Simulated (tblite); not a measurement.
Compound: C3H4P (charge -1).
SMILES with atom numbers: `[CH:1]#[C:2][P-:3][CH3:4]` (hydrogens: H5 on C1; H6, H7, H8 on C4)

Level: GFN2-xTB in tblite, geometry and Hessian alike; calculated harmonic values, unscaled, isolated species. The method is semi-empirical: single wavenumbers can be off by several per cent or more.

Harmonic wavenumbers (cm⁻¹): 100.2, 130.9, 146.8, 334.9, 416.9, 590.1, 671.9, 706.7, 867.4, 887.0, 1308.1, 1486.0, 1490.4, 2120.1, 2921.8, 2936.1, 2966.8, 3305.9.

A = 14554, B = 3978, C = 3187 MHz; mass 71.005 u (most abundant isotopes); point group Cs, symmetry number 1.

Question: What is the zero-point energy?

Answer: Half the sum of the wavenumbers: 11694 cm⁻¹ = 139.89 kJ/mol.

Question: Entropy at 500 K, 1 bar (ideal gas, RRHO, classical rotation)?

Answer: Translation 172.77, rotation 110.92, vibration 86.90: S = 370.6 J/(mol K).

Question: And Cp and H(500 K) − H(0)?

Answer: Cp = 110.04 J/(mol K), of which vibrations give 76.78 (their classical limit is 18 R = 149.7); H(500 K) − H(0) = 38.60 kJ/mol without the zero-point energy, 21.97 from vibrations.

Question: Blend soft modes into free rotors: weight 1/[1 + (100 cm⁻¹/ν̃)⁴] for the oscillator and the rest for a rotor with moment μB/(μ + B), μ = h/(8π²ν), B = 10⁻⁴⁴ kg m². What vibrational entropy results?

Answer: 83.19 J/(mol K) in place of 86.90, which changes −T·S at 500 K by +1.86 kJ/mol.

Question: What must be added to the electronic energy to get the Gibbs energy at 500 K and 1 bar?

Answer: ZPE + [H(500 K) − H(0)] − T·S = 139.89 + 38.60 − 185.29 = -6.80 kJ/mol.

Question: How do the functions run with temperature in this model?

Answer: 
```json
{"T (K)": "150", "S (J/(mol K))": "268.3", "Cp (J/(mol K))": "63.8", "H − H(0) (kJ/mol)": "7.24", "G − H(0) (kJ/mol)": "-33.01", "ln q(vib)": "1.16"}
{"T (K)": "250", "S (J/(mol K))": "304.9", "Cp (J/(mol K))": "80.4", "H − H(0) (kJ/mol)": "14.46", "G − H(0) (kJ/mol)": "-61.75", "ln q(vib)": "2.36"}
{"T (K)": "298.15", "S (J/(mol K))": "319.6", "Cp (J/(mol K))": "87.4", "H − H(0) (kJ/mol)": "18.50", "G − H(0) (kJ/mol)": "-76.79", "ln q(vib)": "2.93"}
{"T (K)": "400", "S (J/(mol K))": "347.1", "Cp (J/(mol K))": "100.0", "H − H(0) (kJ/mol)": "28.07", "G − H(0) (kJ/mol)": "-110.78", "ln q(vib)": "4.08"}
{"T (K)": "600", "S (J/(mol K))": "391.4", "Cp (J/(mol K))": "118.4", "H − H(0) (kJ/mol)": "50.03", "G − H(0) (kJ/mol)": "-184.81", "ln q(vib)": "6.20"}
{"T (K)": "900", "S (J/(mol K))": "443.2", "Cp (J/(mol K))": "137.3", "H − H(0) (kJ/mol)": "88.57", "G − H(0) (kJ/mol)": "-310.34", "ln q(vib)": "9.00"}
```

q(vib) and H(0) count from the zero-point level.

Question: Which modes carry the vibrational entropy at 500 K?

Answer: 100.2 cm⁻¹: 18.68; 130.9 cm⁻¹: 16.48; 146.8 cm⁻¹: 15.54; 334.9 cm⁻¹: 8.94; 416.9 cm⁻¹: 7.28; 590.1 cm⁻¹: 4.84 J/(mol K); the other 12 give 15.13 together.

Hindered rotation and anharmonicity are outside this model.
